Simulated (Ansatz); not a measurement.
**Ge: levels along high-symmetry lines**

```
Ge
1.0
     0.00000    2.88070    2.88070
     2.88070    0.00000    2.88070
     2.88070    2.88070    0.00000
Ge
2
Direct
  0.00000 0.00000 0.00000
  0.25000 0.25000 0.25000
```

Atoms are numbered in the order listed.

The conventional cell has a = 5.761 Å, b = 5.761 Å, c = 5.761 Å, α = 90.00°, β = 90.00°, γ = 90.00°. Ge (atom 1) has 4 Ge at 2.49 Å as nearest neighbours.

The cell was built from the diamond type and relaxed in the same program, and has space group Fd-3m; it needn't be a known or the stable phase.

Method: DFT, PBE, all-electron LAPW, scalar-relativistic (Ansatz 0.2.0).

Settings: a Γ-centred 11×11×11 k mesh, Fermi–Dirac smearing of 0.05 eV, basis error target 0.25 meV/atom, no spin polarisation.

Points in fractions of the reciprocal vectors of this cell: Γ (0, 0, 0), X (0.5, 0, 0.5), U (0.625, 0.25, 0.625), K (0.375, 0.375, 0.75), L (0.5, 0.5, 0.5), W (0.5, 0.25, 0.75). The path joins them by straight lines in the order Γ–X–U–K–Γ–L–W–X; legs that retrace an earlier one aren't tabulated. Energies are in eV from the Fermi level.

**Question.** Metal or insulator at this level of theory?

**Answer.** No gap opens: metallic or semimetallic.

**Question.** Tabulate bands 18 to 25, counted from the lowest band of the run, along the path.

**Answer.** 
```
k (1/Å)  point  band 18  band 19  band 20  band 21  band 22  band 23  band 24  band 25
   0.00      Γ   -24.49   -12.35    -0.43     0.02     0.02     0.02     2.55     2.55
   0.16          -24.49   -12.27    -1.54    -0.31    -0.31     1.10     2.31     2.98
   0.31          -24.48   -12.03    -2.83    -0.96    -0.96     1.80     2.19     3.93
   0.47          -24.48   -11.64    -4.09    -1.60    -1.60     1.29     2.70     5.05
   0.62          -24.47   -11.10    -5.33    -2.14    -2.14     0.91     2.38     6.25
   0.78          -24.46   -10.42    -6.51    -2.54    -2.54     0.69     1.76     7.45
   0.93          -24.46    -9.60    -7.63    -2.78    -2.78     0.67     1.21     8.54
   1.09      X   -24.46    -8.66    -8.66    -2.87    -2.87     0.84     0.84     9.09
   1.15          -24.46    -8.67    -8.65    -2.92    -2.86     0.85     0.94     8.99
   1.20          -24.45    -8.70    -8.62    -3.08    -2.83     0.87     1.21     8.73
   1.26          -24.45    -8.74    -8.56    -3.29    -2.79     0.91     1.62     8.40
   1.31          -24.45    -8.80    -8.48    -3.51    -2.73     0.97     2.12     8.03
   1.37          -24.45    -8.88    -8.38    -3.72    -2.65     1.03     2.70     7.65
   1.42          -24.45    -8.99    -8.25    -3.90    -2.56     1.12     3.33     7.27
   1.48      U   -24.44    -9.13    -8.10    -4.03    -2.45     1.21     3.99     6.91
   1.57          -24.44    -9.21    -8.01    -4.05    -2.51     1.48     4.35     6.27
   1.67          -24.44    -9.27    -7.92    -4.00    -2.72     2.11     4.68     5.28
   1.76          -24.44    -9.31    -7.87    -3.93    -2.91     2.92     4.07     5.30
   1.86          -24.44    -9.31    -7.87    -3.93    -2.91     2.92     4.07     5.30
   1.95          -24.44    -9.27    -7.92    -4.00    -2.72     2.11     4.68     5.28
   2.05          -24.44    -9.21    -8.01    -4.05    -2.51     1.48     4.35     6.27
   2.14      K   -24.44    -9.13    -8.10    -4.03    -2.45     1.21     3.99     6.91
   2.31          -24.44    -9.67    -7.51    -4.13    -2.05     1.53     5.84     5.95
   2.47          -24.45   -10.34    -6.72    -3.79    -1.56     1.82     4.99     5.27
   2.64          -24.46   -11.00    -5.72    -3.13    -1.05     1.89     4.13     4.35
   2.80          -24.47   -11.57    -4.53    -2.25    -0.59     1.71     3.45     3.60
   2.97          -24.48   -11.99    -3.18    -1.27    -0.24     1.39     2.95     3.05
   3.14          -24.49   -12.26    -1.70    -0.38    -0.04     0.88     2.65     2.69
   3.30      Γ   -24.49   -12.35    -0.43     0.02     0.02     0.02     2.55     2.55
   3.44          -24.49   -12.29    -1.45    -0.09    -0.09     0.66     2.71     2.71
   3.57          -24.48   -12.11    -2.75    -0.36    -0.36     0.82     3.07     3.07
   3.71          -24.48   -11.82    -4.03    -0.66    -0.66     0.64     3.44     3.44
   3.84          -24.47   -11.44    -5.21    -0.93    -0.93     0.40     3.68     3.68
   3.98          -24.47   -11.00    -6.25    -1.13    -1.13     0.21     3.75     3.75
   4.11          -24.47   -10.58    -7.02    -1.26    -1.26     0.09     3.75     3.75
   4.25      L   -24.47   -10.39    -7.34    -1.30    -1.30     0.05     3.73     3.73
   4.36          -24.47   -10.35    -7.33    -1.79    -1.37     0.54     3.65     3.89
   4.47          -24.46   -10.23    -7.34    -2.56    -1.59     1.30     3.49     4.38
   4.58          -24.45   -10.03    -7.39    -3.23    -1.93     1.96     3.41     5.17
   4.69          -24.45    -9.75    -7.52    -3.70    -2.36     2.53     3.48     5.94
   4.80          -24.44    -9.41    -7.78    -3.91    -2.82     3.06     3.71     5.62
   4.91          -24.44    -9.01    -8.15    -3.86    -3.26     3.60     4.05     4.95
   5.02      W   -24.45    -8.58    -8.58    -3.63    -3.63     4.13     4.13     4.70
   5.09          -24.45    -8.59    -8.59    -3.60    -3.60     3.59     3.59     5.28
   5.17          -24.45    -8.60    -8.60    -3.51    -3.51     2.90     2.90     6.09
   5.25          -24.45    -8.62    -8.62    -3.37    -3.37     2.25     2.25     6.92
   5.33          -24.45    -8.63    -8.63    -3.21    -3.21     1.69     1.69     7.73
   5.41          -24.45    -8.65    -8.65    -3.04    -3.04     1.24     1.24     8.43
   5.48          -24.46    -8.66    -8.66    -2.91    -2.91     0.94     0.94     8.92
   5.56      X   -24.46    -8.66    -8.66    -2.87    -2.87     0.84     0.84     9.09
```
